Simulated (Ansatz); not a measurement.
Nudged elastic band run: AlH3OS

Input:

```yaml
crystal:
  periodic: [false, false, false]
  atoms:
    - { symbol: O, position_ang: [-1.126294, -0.512887, -0.871649] }
    - { symbol: Al, position_ang: [0.267495, 0.39712, -0.542074] }
    - { symbol: S, position_ang: [1.269169, 0.371615, 1.404864] }
    - { symbol: H, position_ang: [-1.630471, -1.109789, -0.319069] }
    - { symbol: H, position_ang: [0.851581, 1.29197, -1.694465] }
    - { symbol: H, position_ang: [0.41062, -0.502029, 1.976192] }
basis:
  gaussian: { orbitals: def2-SVP }
hamiltonian:
  xc: pbe0
  dispersion: d4
neb:
  order_check: false
  images: 7
  f_tol: 0.05
  max_iterations: 60
  initial_path: idpp
  final_atoms:
    - { symbol: O, position_ang: [-1.37709806, -0.79882204, -0.62196195] }
    - { symbol: Al, position_ang: [0.01705585, 0.08047959, -0.21770687] }
    - { symbol: S, position_ang: [0.71893907, -0.20826105, 1.82492204] }
    - { symbol: H, position_ang: [-1.84381342, -0.81478304, -1.4576741] }
    - { symbol: H, position_ang: [0.76656895, 1.04068879, -1.22606446] }
    - { symbol: H, position_ang: [1.7604476, 0.63669775, 1.65228434] }
```

Launched with:

```bash
$ ansatz run input.yaml --threads 1 --pin off --max-ram 2048MiB --backend cpu --events-out ev --progress --plain --runs-dir out
```

Output, in part (warnings, iteration lines, the closing report on the highest movable image, with atoms numbered from 0):

```
NEB end point (image 0): max|allowed force component| = 1.024e-2 eV/Å (the criterion of neb.relax_end_points is 1.000e-2)
NEB end point (image 8): max|allowed force component| = 7.861e-4 eV/Å (the criterion of neb.relax_end_points is 1.000e-2)
NEB iter   1: max|band force component| = 9.456e-1 eV/Å  barrier→ = 0.3643 eV  barrier← = 0.3592 eV  Δτ_max = 0.1947 Å  (207 SCF iters)
NEB iter   2: max|band force component| = 3.653e-1 eV/Å  barrier→ = 0.3000 eV  barrier← = 0.2949 eV  CI = image 4  Δτ_max = 0.1150 Å  (185 SCF iters)
NEB iter   3: max|band force component| = 1.682e-1 eV/Å  barrier→ = 0.2866 eV  barrier← = 0.2816 eV  CI = image 4  Δτ_max = 0.0985 Å  (160 SCF iters)
NEB iter   4: max|band force component| = 2.127e-1 eV/Å  barrier→ = 0.2856 eV  barrier← = 0.2806 eV  CI = image 4  Δτ_max = 0.0506 Å  (169 SCF iters)
NEB iter   5: max|band force component| = 1.715e-1 eV/Å  barrier→ = 0.2830 eV  barrier← = 0.2779 eV  CI = image 4  Δτ_max = 0.0508 Å  (160 SCF iters)
NEB iter   6: max|band force component| = 1.487e-1 eV/Å  barrier→ = 0.2780 eV  barrier← = 0.2730 eV  CI = image 4  Δτ_max = 0.0508 Å  (162 SCF iters)
NEB iter   7: max|band force component| = 1.932e-1 eV/Å  barrier→ = 0.2715 eV  barrier← = 0.2665 eV  CI = image 4  Δτ_max = 0.0505 Å  (162 SCF iters)
NEB iter   8: max|band force component| = 2.034e-1 eV/Å  barrier→ = 0.2632 eV  barrier← = 0.2582 eV  CI = image 4  Δτ_max = 0.1008 Å  (160 SCF iters)
NEB iter   9: max|band force component| = 1.984e-1 eV/Å  barrier→ = 0.2362 eV  barrier← = 0.2312 eV  CI = image 4  Δτ_max = 0.1000 Å  (173 SCF iters)
NEB iter  10: max|band force component| = 2.726e-1 eV/Å  barrier→ = 0.2059 eV  barrier← = 0.2008 eV  CI = image 4  Δτ_max = 0.0511 Å  (175 SCF iters)
NEB iter  11: max|band force component| = 2.226e-1 eV/Å  barrier→ = 0.1896 eV  barrier← = 0.1846 eV  CI = image 4  Δτ_max = 0.0503 Å  (162 SCF iters)
NEB iter  12: max|band force component| = 1.750e-1 eV/Å  barrier→ = 0.1738 eV  barrier← = 0.1687 eV  CI = image 4  Δτ_max = 0.0512 Å  (161 SCF iters)
NEB iter  13: max|band force component| = 8.950e-1 eV/Å  barrier→ = 0.1613 eV  barrier← = 0.1563 eV  CI = image 2  Δτ_max = 0.0253 Å  (161 SCF iters)
NEB iter  14: max|band force component| = 2.556e-1 eV/Å  barrier→ = 0.1664 eV  barrier← = 0.1614 eV  CI = image 4  Δτ_max = 0.0506 Å  (162 SCF iters)
NEB iter  15: max|band force component| = 8.407e-1 eV/Å  barrier→ = 0.1617 eV  barrier← = 0.1566 eV  CI = image 2  Δτ_max = 0.1017 Å  (159 SCF iters)
NEB iter  16: max|band force component| = 1.990e-1 eV/Å  barrier→ = 0.1759 eV  barrier← = 0.1709 eV  CI = image 4  Δτ_max = 0.1950 Å  (164 SCF iters)
NEB iter  17: max|band force component| = 8.911e-1 eV/Å  barrier→ = 0.1604 eV  barrier← = 0.1554 eV  CI = image 2  Δτ_max = 0.2000 Å  (167 SCF iters)
NEB iter  18: max|band force component| = 5.404e-1 eV/Å  barrier→ = 0.1609 eV  barrier← = 0.1559 eV  CI = image 2  Δτ_max = 0.2000 Å  (172 SCF iters)
NEB iter  19: max|band force component| = 4.844e-1 eV/Å  barrier→ = 0.1612 eV  barrier← = 0.1562 eV  CI = image 2  Δτ_max = 0.1281 Å  (176 SCF iters)
NEB iter  20: max|band force component| = 2.672e-1 eV/Å  barrier→ = 0.1612 eV  barrier← = 0.1562 eV  CI = image 2  Δτ_max = 0.0728 Å  (155 SCF iters)
NEB iter  21: max|band force component| = 1.547e-1 eV/Å  barrier→ = 0.1612 eV  barrier← = 0.1562 eV  CI = image 2  Δτ_max = 0.0872 Å  (147 SCF iters)
NEB iter  22: max|band force component| = 9.074e-2 eV/Å  barrier→ = 0.1612 eV  barrier← = 0.1562 eV  CI = image 2  Δτ_max = 0.0267 Å  (150 SCF iters)
NEB iter  23: max|band force component| = 4.248e-2 eV/Å  barrier→ = 0.1612 eV  barrier← = 0.1562 eV  CI = image 2  Δτ_max = 0.0000 Å  (312 SCF iters)
Total energy: -19514.33592126 eV, -717.1386178144 hartree
Atom 0 at    -1.404247    -0.286306    -0.772097 Å, force     0.000318    -0.000186     0.000516 eV/Å
Atom 1 at     0.154409     0.326721    -0.485977 Å, force    -0.000191     0.000738    -0.000578 eV/Å
Atom 2 at     0.955061     0.483177     1.568934 Å, force    -0.000019    -0.000243    -0.000118 eV/Å
Atom 3 at    -2.028600    -0.560032    -0.097438 Å, force    -0.000223     0.000016    -0.000293 eV/Å
Atom 4 at     0.951961     0.761658    -1.770732 Å, force    -0.000054    -0.000295     0.000313 eV/Å
Atom 5 at     1.413516    -0.789219     1.511109 Å, force     0.000169    -0.000029     0.000161 eV/Å
Dipole moment:    -0.096650    -0.228948     0.105893 e Å
```

It converged. The profile has 2 maxima (images 2, 7) with wells between them (image 5): this band takes more than one step, which may be the mechanism or a detour left from its start path. A structure lower than the last end lies on the path between it and the top, so the climb from that side starts below the end, which may itself be a saddle point or a shallow side well. A vibrational analysis at the climbing image gives one clearly imaginary mode, 239i cm⁻¹: a first-order saddle point.

Final band (atoms are numbered from 1 in the order of the input):

| image | path coordinate (Å) | energy (kcal/mol) | dihedral O1–Al2–S3–H6 (°) |
| --- | --- | --- | --- |
| 0 | 0.00 | 0.0 | 0 |
| 1 | 0.69 | 1.9 | 43 |
| 2 | 1.39 | 3.7 | 87 |
| 3 | 1.83 | 2.9 | 114 |
| 4 | 2.26 | 1.2 | 141 |
| 5 | 2.70 | -0.3 | 167 |
| 6 | 3.14 | 0.3 | -180 |
| 7 | 3.58 | 1.4 | 180 |
| 8 | 4.02 | 0.1 | 180 |

The run took 6.9 min on 1 thread of Intel(R) Xeon(R) Processor @ 2.70GHz (shared host), peak memory 0.14 GiB.
